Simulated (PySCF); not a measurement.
**Vertical excitation energies**

Species: C3H3FO.
Cartesian coordinates in Å at the PBE0-D3(BJ)/def2-SVP level; atoms count from 1:
```xyz
8
C3H3FO angstrom
C      0.987    0.772   -0.077
C      0.141   -0.101    0.473
C     -0.990   -0.635   -0.310
O     -1.278   -0.395   -1.436
F     -1.725   -1.482    0.422
H      0.845    1.094   -1.113
H      1.832    1.179    0.483
H      0.244   -0.451    1.503
```

Computed with TDDFT wB97X-D/def2-SVPD, vertical, gas phase, core orbitals frozen in the response (PySCF).

| state | E (eV) | λ (nm) | f | symmetry | main configurations (H = HOMO, L = LUMO) |
| --- | --- | --- | --- | --- | --- |
| S1 | 5.25 | 236.2 | 0.0001 | – | H-1→L (94%) |
| S2 | 6.41 | 193.5 | 0.302 | A′ | H→L (97%) |
| S3 | 7.47 | 166.0 | 0.0008 | – | H-3→L (94%) |
| S4 | 8.19 | 151.4 | 0.0008 | – | H-4→L (93%) |
| S5 | 8.40 | 147.7 | 0.052 | A′ | H-2→L (91%) |
| S6 | 8.60 | 144.1 | 0.061 | A″ | H→L+1 (92%) |
| S7 | 9.03 | 137.3 | 0.0000 | – | H-1→L+4 (85%) |
| S8 | 9.20 | 134.8 | 0.051 | A′ | H-1→L+1 (71%), H-1→L+2 (15%) |
| S9 | 9.32 | 133.0 | 0.0009 | – | H-5→L (81%) |
| S10 | 9.41 | 131.8 | 0.0005 | – | H→L+3 (84%) |

Triplets (Tamm–Dancoff): T1 3.85 eV, H→L (95%); T2 4.83 eV, H-1→L (92%); T3 6.35 eV, H-2→L (75%), H→L+4 (12%), H-2→L+4 (8%); T4 7.01 eV, H-3→L (92%).

The lowest singlet comes at 236 nm (506 kJ/mol) in the ultraviolet; it is dark (f under 0.0005); its leading configuration is HOMO-1→LUMO (94%). The strongest level in the table is S2 at 6.41 eV (193 nm, f = 0.302). Löwdin shares by element: HOMO carbon 78%, oxygen 13%; LUMO carbon 70%, oxygen 15% (atoms not listed hold the other 15%). The oscillator strengths of these states sum to 0.468; summed over the whole spectrum of an exact calculation they would give the number of electrons, 38 (Thomas–Reiche–Kuhn). Weighted by f, the mean energy of these states is 7.23 eV. The listed states span 4.16 eV, and the widest gap between neighbours is 1.16 eV (S1 to S2). The vertical ionisation energy (ΔSCF) is 11.28 eV, 1.88 eV above S10. Symmetry labels in Cs follow from the direction of the transition dipole and are given only for states with f of 0.002 or more. Singlets were solved by full linear response, triplets in the Tamm–Dancoff approximation.

Time: 30 s; peak memory 0.61 GiB. Hardware: one thread of an AMD EPYC 7R43, shared host.

One conformer stands for the species.
